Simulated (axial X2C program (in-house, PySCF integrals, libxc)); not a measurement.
**Bond lengths and stretching modes, held linear, of CSiO**

Computed with an in-house all-electron X2C program for linear molecules (integrals from PySCF): two-component X2C with atomic mean-field Coulomb and Gaunt terms, Gaussian nuclei, basis C dyall-v3z, Si dyall-v3z, O dyall-av3z with contracted cores. Spin-free rows use the one-electron spin-free X2C Hamiltonian.

Masses C 12.000, Si 27.977, O 15.995 u. States: 2c Ω = 1 (beyond evenly filled blocks: ω = -1/2, ω = 3/2); spin-free M_S = 1, Λ = 0 (beyond evenly filled blocks: π+α, π-α).

MP2, spin-free: energies above the lowest point

```
r(C–Si) (Å)  r(Si–O) (Å)  E (meV)
     1.7969       1.4801   107.87
     1.7969       1.5180    26.37
     1.7969       1.5559    29.01
     1.8430       1.4801    81.97
     1.8430       1.5180     0.00
     1.8430       1.5559     1.97
     1.8430       1.5939    72.20
     1.8891       1.4801    96.19
     1.8891       1.5180    13.91
     1.8891       1.5559    15.07
     1.9352       1.5180    59.58
     1.9352       1.5939   128.32
```

Problem. Fit a quadratic surface with cubic terms in each bond: where is the minimum, and what are the two stretching wavenumbers?

Solution. At MP2, spin-free: bonds 1.849 and 1.536 Å; harmonic stretches 700.3 and 1237.6 cm⁻¹; force constants 2.94, 8.51 and coupling -0.07 mdyn/Å.

The other levels and Hamiltonians give:

| Hamiltonian | level | r(C–Si) (Å) | r(Si–O) (Å) | lower stretch (cm⁻¹) | upper stretch (cm⁻¹) |
| --- | --- | --- | --- | --- | --- |
| 2c | PBE0 | 1.841 | 1.518 | 686.2 | 1272.4 |
| 2c | HF | 1.836 | 1.481 | 603.3 | 1387.5 |
| 2c | BHandHLYP | 1.831 | 1.500 | 666.9 | 1324.7 |
| 2c | MP2 | 1.849 | 1.536 | 700.2 | 1237.5 |
| spin-free | PBE0 | 1.841 | 1.518 | 686.4 | 1272.4 |
| spin-free | HF | 1.836 | 1.481 | 603.5 | 1387.4 |
| spin-free | BHandHLYP | 1.830 | 1.499 | 667.1 | 1324.7 |

Each state is one determinant, the lowest of a limited PBE0 search; the stretches come from a fit to these few points and carry an uncertainty of a few per cent. Other orders of the atoms were not compared. MP2 freezes inner shells (threshold -2 hartree). The molecule was held linear; bending was not examined, so a bent shape may lie lower. Open-shell Ω = 0 determinants with evenly filled partner blocks cannot be reached by this program, so the Ω shown need not be the lowest component. Note: several unpaired electrons, one determinant need not be a pure state.
